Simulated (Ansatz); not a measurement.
# BH₄+ (singlet): wave-function methods side by side, cc-pVDZ

The task here is to estimate one member of a computed series from the others.

Program: Ansatz 0.2.0, Gaussian basis. Level of theory: cc-pVDZ, core rule «outside noble gas», up to 1 orbitals frozen. These are calculated values, not measurements.

The runs, in order: UHF; CCSD(T) on RHF; CCSD(T) on UHF; BCCD(T) on RHF; CISD; CCSDT(Q) on RHF; CCSDT(Q) on UHF; CCSDTQ on RHF; CASSCF and MRCISD+Q, 6 electrons in 8 orbitals; CASSCF and NEVPT2, 6 electrons in 8 orbitals; Full CI.

13 further runs of the same task are left out: 5 that didn't finish, 8 set aside as unsound or not needed.

## The geometry

The geometry is a PBE0/def2-TZVP stationary point (not a proven minimum) of the parent state, kept for this charge and spin.

5 atoms, charge 1, spin multiplicity 1.

Atoms are counted from 1 here; the program's logs count them from 0.

Bond lengths: B1–H2 1.256 Å, B1–H3 1.256 Å, B1–H4 1.256 Å, B1–H5 1.256 Å. Angles: H2–B1–H3 65.3°, H2–B1–H4 135.2°, H2–B1–H5 135.2°, H3–B1–H4 135.2°, H3–B1–H5 135.2°, H4–B1–H5 65.3°.

Coordinates:

```
B     0.0000    0.0000    0.0000
H     0.4725    0.4863    1.0573
H    -0.4858   -0.4709    1.0582
H    -0.4719    0.4714   -1.0643
H     0.4852   -0.4868   -1.0513
```

The first run:

in.yaml reads:

```yaml
crystal:
  periodic: [false, false, false]
  atoms:
    - {symbol: B, position_ang: [0.000000, 0.000000, 0.000000]}
    - {symbol: H, position_ang: [0.472475, 0.486295, 1.057304]}
    - {symbol: H, position_ang: [-0.485791, -0.470884, 1.058245]}
    - {symbol: H, position_ang: [-0.471913, 0.471402, -1.064277]}
    - {symbol: H, position_ang: [0.485229, -0.486813, -1.051272]}
basis:
  gaussian: {orbitals: cc-pVDZ}
total_charge: 1
magnetization: {spin_polarized: true, initial_magnetization: 0}
hamiltonian: {xc: hf}
output: {orbitals: {seedname: orbitals}}
```

Started as:

```
$ ansatz run in.yaml --threads 1 --pin off --events-out ev --progress --plain --max-ram 2393MiB
```

Among the steps run: UHF; CCSD(T) on RHF; CCSD(T) on UHF; BCCD(T) on RHF; CISD; CCSDT(Q) on RHF; CCSDT(Q) on UHF; CCSDTQ on RHF; CASSCF and MRCISD+Q, 6 electrons in 8 orbitals; CASSCF and NEVPT2, 6 electrons in 8 orbitals; Full CI.

One of the session's tables, all rows but one given; the rest of the session is left out.

| method | from FCI (meV) |
| --- | --- |
| RHF | +4934.9 |
| RMP2 | +1759.1 |
| CISD | +875.4 |
| RCCSD | +569.8 |
| RCCSD(T) | +222.3 |
| BCCD(T) | +217.6 |
| RCCSDT | +13.9 |
| RCCSDT(Q) | ? |
| RCCSDTQ | -1.6 |
| CASSCF valence | +1746.7 |
| NEVPT2 valence | +444.9 |
| MRCISD valence | +60.6 |
| MRCISD+Q valence | +10.4 |
| FCI | 0 |

Estimate the missing values for RCCSDT(Q).

**Answer.** from FCI (meV): -9.9. In the column «from FCI (meV)» it is the lowest.

Left out of the table: UHF, UMP2, UCCSD, UCCSD(T), UCCSDT, UCCSDT(Q) (another determinant or state than the rows shown).

Caveats from the session: The report flags that the cluster equations may have other roots. The program flags BCCD(T), RCCSDT(Q), RCCSDTQ as in doubt, so those rows may rest on another solution; read them beside their warnings. RCCSDT(Q) falls below full CI, which methods that aren't variational can do.
